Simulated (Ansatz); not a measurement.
# H3LiMgSi (SMILES [Li][SiH2][MgH]): one structure at several levels

An exercise on one series of results from a longer session: the logs are not shown, and one member is left open.

The runs use Ansatz 0.2.0, Gaussian basis; single points in def2-TZVPP.

Cores are frozen in the correlated methods. The outer core shell of Li, Na, Mg and K is correlated.

### Starting geometry

6 atoms, charge 0, spin multiplicity 1.

Atoms are counted from 1 here; the program's logs count them from 0.

Bond lengths: Li1–Si2 2.351 Å, Si2–Mg3 2.434 Å, Si2–H4 1.659 Å, Si2–H5 1.586 Å, Mg3–H6 1.785 Å. Angles: Li1–Si2–Mg3 176.0°, Li1–Si2–H4 87.0°, Li1–Si2–H5 89.8°, Mg3–Si2–H4 91.4°, Mg3–Si2–H5 94.0°, H4–Si2–H5 93.2°, Si2–Mg3–H6 155.2°.

Geometry (Å):

```xyz
6

Li   -2.8979   -0.7574   -0.6906
Si   -0.8109   -0.0877    0.1599
Mg    1.3561    0.4582    1.1242
H    -0.1479   -1.3168   -0.7355
H    -0.6744    0.9639   -1.0195
H     3.1187    0.7360    1.0945
```

Set-up of the first run:

run/in.yaml

```yaml
crystal:
  periodic: [false, false, false]
  atoms:
    - {symbol: Li, position_ang: [-2.897900, -0.757400, -0.690600]}
    - {symbol: Si, position_ang: [-0.810900, -0.087700, 0.159900]}
    - {symbol: Mg, position_ang: [1.356100, 0.458200, 1.124200]}
    - {symbol: H, position_ang: [-0.147900, -1.316800, -0.735500]}
    - {symbol: H, position_ang: [-0.674400, 0.963900, -1.019500]}
    - {symbol: H, position_ang: [3.118700, 0.736000, 1.094500]}
basis:
  gaussian: {orbitals: def2-TZVPP}
correlation: {method: ccsd_t}
output: {forces: true}
```

No record of the launch command was kept for these runs.

Among the steps run: CCSD(T)/def2-TZVPP; PBE0-D4/def2-TZVPP; wB97M-V/def2-TZVPP; r2SCAN-D4/def2-TZVPP; PBE-D4/def2-TZVPP; SPW92/def2-TZVPP; r2SCANh-D4/def2-TZVPP.

One of the session's tables, all rows but one given; the rest of the session is left out.

```
    method  RMS force component (eV/Å)  angle to CCSD(T) forces (°)  dipole (D)
   CCSD(T)                       0.574                    reference        7.40
   PBE0-D4                           ?                            ?           ?
   wB97M-V                       0.584                          3.9        7.33
 r2SCAN-D4                       0.543                          2.4        7.37
    PBE-D4                       0.481                          7.2        7.05
     SPW92                       0.485                          7.8        7.08
r2SCANh-D4                       0.559                          2.1        7.40
```

**Question.** Estimate the row for PBE0-D4.

**Answer.** RMS force component (eV/Å): 0.541; angle to CCSD(T) forces (°): 2.9; dipole (D): 7.25. In the column «RMS force component (eV/Å)» it lies between SPW92 (0.485) and r2SCAN-D4 (0.543).
